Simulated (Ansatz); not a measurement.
**Question.** Name a neutral molecule of C, F, N and H with HOMO energy (PBE/def2-TZVPP) between -5.65 and -5.35 eV and LUMO energy (PBE0/def2-TZVPP) between 0.75 and 1.05 eV (Ansatz, PBE0-D4/def2-TZVP geometry).

**Answer.** `NC(N)(N)F` (-5.44 eV, 0.80 eV); `NCCCF` (-5.54 eV, 0.97 eV). Other molecules can fit too; these were computed, each in one conformer that needn't be the lowest.
